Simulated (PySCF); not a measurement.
Molecule: `c1cn[n-]c1`, [C3H3N2]-.

Bonds (- single, = double, # triple, : aromatic): C1:C2 1.405 Å, C2:N3 1.344 Å, N3:N4 1.343 Å, N4:C5 1.344 Å, C5:C1 1.405 Å. C1 carries H6; C2 carries H7; C5 carries H8. Formal charges: N4 -1.

Total charge -1.

Geometry PBE0-D3(BJ)/def2-SVP throughout; GIAO in PySCF, gas phase, one conformer, non-relativistic; equivalent atoms averaged; functional PBE0.

For orientation, 6-31G gives these absolute shieldings σ: C2/C5 71.7, C1 104.4, N3/N4 -69.3, H7/H8 25.86, H6 27.11 ppm.

A run gave: C2/C5 122.7, C1 142.6, N3/N4 39.3, H7/H8 27.28, H6 28.76 ppm (absolute shieldings σ).

Task: Which basis set was used in that run?
A. pcSseg-1
B. def2-TZVP
C. STO-3G
D. 6-311+G(2d,p)
E. aug-cc-pVDZ

Result: C. C2/C5 tells them apart best: STO-3G gives 122.7, pcSseg-1 gives 50.0, 6-311+G(2d,p) gives 52.8, def2-TZVP gives 53.1, aug-cc-pVDZ gives 66.3 ppm.
